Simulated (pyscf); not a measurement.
This saddle point was located with ωB97X-D3(BJ)/def2-SVP in PySCF.

```xyz
9

P     -1.7089    -1.2505     0.7285
Ge    -0.4196     0.5668     0.0348
H     -0.8579    -2.2026     0.0985
H     -2.6453    -1.2031    -0.3404
H      0.7291     1.2961    -1.2403
H     -1.0875     1.9128     0.3037
H      0.8755     0.3002     0.8591
H     -1.1232     0.3855    -1.7129
H     -0.1525     0.8415    -1.6691
```
Charge 0, spin multiplicity 1.

Surface: singlet, charge 0. Lowest wavenumbers (cm⁻¹): 2083i, 136, 204, 359, 406.

Q: Which two sides does it connect, and which bonds change?

A: H₂P–GeH₃ + H₂ <-> H₂P–GeH₃ + H₂, a four-centre exchange read from left to right: Ge–H, H–H broken and Ge–H, H–H formed. At ωB97M-D3(BJ)/def2-TZVP it lies +77.9 kcal/mol from the left side and +77.9 kcal/mol from the right (each side as separated species at their lowest minima found). At the saddle there is also a short Ge–H contact that neither side keeps. The same reactants have a lower exit, to PH₃ + GeH₄ (barrier +63.2 kcal/mol at ωB97M-D3(BJ)/def2-TZVP, against +77.9 kcal/mol here). This is the saddle that the search found; another between the same sides may lie lower. Elements up to Kr have no core potential and no relativistic terms here.
